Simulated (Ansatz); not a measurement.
## HNGe, singlet: reading a ladder of total energies

Geometry: a point of a bend scan, not a stationary point.

```xyz
3

Ge    0.1888    0.0000    0.2097
N    -0.9607    0.0000   -0.9662
H    -0.2598    0.0000   -1.6832
```

Basis cc-pVDZ; Ansatz 0.2.0. Only valence electrons are correlated (noble-gas cores and the filled d shells of p-block atoms frozen), which leaves 10 electrons in 31 orbitals. R marks a restricted (for open shells ROHF) determinant. No spin–orbit coupling is included, and no scalar relativity.

Full CI isn't at hand for all of this; RCCSDTQ serves as the reference, and is uncertain by about the last step of the cluster series.

Runs differ by some tens of microhartree through their thresholds, so steps under 0.03 kcal/mol mean nothing.

```
    level  total energy (hartree)
      RHF            -2130.305193
     RMP2            -2130.556818
    RCCSD            -2130.569048
 RCCSD(T)            -2130.580671
   RCCSDT            -2130.581247
RCCSDT(Q)            -2130.582710
  RCCSDTQ            -2130.582421
```

Question: What is the correlation energy at RCCSDTQ, and what share of it do RMP2 and RCCSDT recover?

Answer: E(corr) = -2130.582421 − (-2130.305193) = -0.277228 hartree = -7.544 eV. RMP2: -0.251625 / -0.277228 = 90.76 %. RCCSDT: -0.276054 / -0.277228 = 99.58 %.

Question: By how many kcal/mol does RCCSD(T) miss RCCSDTQ (1 hartree = 627.509 kcal/mol), and which steps make up the rest?

Answer: -2130.580671 − (-2130.582421) = 0.001750 hartree = 1.10 kcal/mol. Steps: RCCSDT − RCCSD(T) = -0.36, RCCSDT(Q) − RCCSDT = -0.92, RCCSDTQ − RCCSDT(Q) = 0.18 kcal/mol. Differences between like states or geometries often cancel part of this.
